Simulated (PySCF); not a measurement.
Species: C₃H₉O (charge +1).
SMILES: `C[O+](C)C`

Theory: MP2 and CCSD/aug-cc-pVDZ in PySCF, restricted Hartree–Fock reference, 4 core orbitals frozen, non-relativistic, gas phase, PBE0-D3(BJ)/def2-SVP geometry.

E(HF) = -193.44344 Eh.

**Question.** How large is the problem?

**Answer.** 173 basis functions and 34 electrons; 4 orbitals frozen, which leaves o = 13 correlated occupied and v = 156 virtual orbitals. That is o·v = 2028 singles and o·v(o·v + 1)/2 = 2057406 distinct closed-shell doubles amplitudes before symmetry; the costliest CCSD step grows as o²v⁴ = 1.0 × 10^11.

**Question.** What are the MP2 and CCSD correlation energies?

**Answer.** MP2 -0.6410 Eh and CCSD -0.6963 Eh, which gives totals of -194.08447 and -194.13977 Eh. That is 0.729 eV for each correlated electron at CCSD (1828 kJ/mol in all, 0.359 % of the total energy); MP2 gives 92.1 % of the CCSD value.

**Question.** What is the T1 diagnostic?

**Answer.** 0.0096, below the customary warning level of 0.02. It is the norm of the spatial-orbital singles amplitudes over the root of the number of correlated electrons, so the norm is 0.049.

No triples correction and no basis-set extrapolation were made.

The job also held the EOM ionisation roots. Time: 4.1 min; peak memory 3.0 GiB. Hardware: one thread of an Intel Xeon Platinum 8488C, shared host with 192 logical CPUs at a one-minute load of 74.
